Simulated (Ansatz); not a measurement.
**SiP₂+ (doublet): the correlation ladder, cc-pVDZ**

One table from this session's results is given with a row withheld; the runs are named, their logs left out.

The runs use Ansatz 0.2.0, Gaussian basis; cc-pVDZ, core rule «outside noble gas», up to 15 orbitals frozen.

The runs, in order: UHF; CCSD(T) on ROHF; CCSD(T) on UHF; BCCD(T) on ROHF; CISD as a restricted active space (open shells left free, so some higher excitations enter); CCSDT(Q) on ROHF; CCSDT(Q) on UHF; CASSCF and MRCISD+Q, 9 electrons in 10 orbitals; CASSCF and NEVPT2, 9 electrons in 10 orbitals.

15 further runs of the same task are left out: 4 that didn't finish, 11 set aside as unsound or not needed. Runs told in other sessions of the task aren't counted.

## What is computed

The geometry is a PBE0/def2-TZVP stationary point (not a proven minimum) of the parent state, kept for this charge and spin.

3 atoms, charge 1, spin multiplicity 2.

Atoms are counted from 1 here; the program's logs count them from 0.

Bond lengths: P1–P2 2.051 Å, P1–Si3 2.217 Å, P2–Si3 2.217 Å. Angles: P2–P1–Si3 62.5°, P1–P2–Si3 62.5°, P1–Si3–P2 55.1°.

Set-up of the first run:

The input, in.yaml:

```yaml
crystal:
  periodic: [false, false, false]
  atoms:
    - {symbol: P, position_ang: [0.000000, -1.025294, 0.613145]}
    - {symbol: P, position_ang: [0.000000, 1.025294, 0.613145]}
    - {symbol: Si, position_ang: [0.000000, 0.000000, -1.352400]}
basis:
  gaussian: {orbitals: cc-pVDZ}
total_charge: 1
magnetization: {spin_polarized: true, initial_magnetization: 1}
hamiltonian: {xc: hf}
output: {orbitals: {seedname: orbitals}}
```

The run is started by

```bash
> ansatz run in.yaml --threads 1 --pin off --events-out ev --progress --plain --max-ram 2393MiB
```

Among the steps run: UHF; CCSD(T) on ROHF; CCSD(T) on UHF; BCCD(T) on ROHF; CISD as a restricted active space (open shells left free, so some higher excitations enter); CCSDT(Q) on ROHF; CCSDT(Q) on UHF; CASSCF and MRCISD+Q, 9 electrons in 10 orbitals; CASSCF and NEVPT2, 9 electrons in 10 orbitals.

One table of the session follows, with a row left open; its other results are not shown here.

It belongs to the step «Misses and costs». 

```
          method  from RCCSDT(Q) (meV)
            ROHF               +9244.8
             UHF               +9052.6
            RMP2               +1294.5
            UMP2               +1398.5
            CISD               +1686.6
           RCCSD                +611.1
           UCCSD                +601.1
        RCCSD(T)                 +83.1
        UCCSD(T)                 +85.7
         BCCD(T)                 +80.2
          RCCSDT                 +60.5
          UCCSDT                 +58.6
       RCCSDT(Q)                     0
       UCCSDT(Q)                  -1.5
  CASSCF valence                     ?
  NEVPT2 valence               +1154.2
  MRCISD valence                +771.6
MRCISD+Q valence                 +84.5
```

**Question.** Estimate the row for CASSCF valence.

The run gave: from RCCSDT(Q) (meV): +6388.7. In the column «from RCCSDT(Q) (meV)» it lies between CISD (+1686.6) and UHF (+9052.6).

To keep in mind: Warnings: spin contamination; coupled cluster took another determinant than the lowest. Restricted and unrestricted rows rest on different reference determinants; a gap between their highest levels can come from leftover correlation error, from unlike frozen cores or from another state.
